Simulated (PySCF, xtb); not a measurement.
hydrogen chloride (ClH), SMILES Cl.

xtb with GFN2-xTB at its own geometry gives an orbital gap of 9.18 eV and a dipole moment of 1.05 D.

Geometry optimised at PBE0-D3(BJ)/def2-TZVPD.

Q: What does ωB97X/def2-TZVPD in PySCF give? (The exact figures need the calculation; the answer reports its results.)

A: gap 13.87 eV (levels -12.03 and 1.84 eV), dipole 1.14 D.
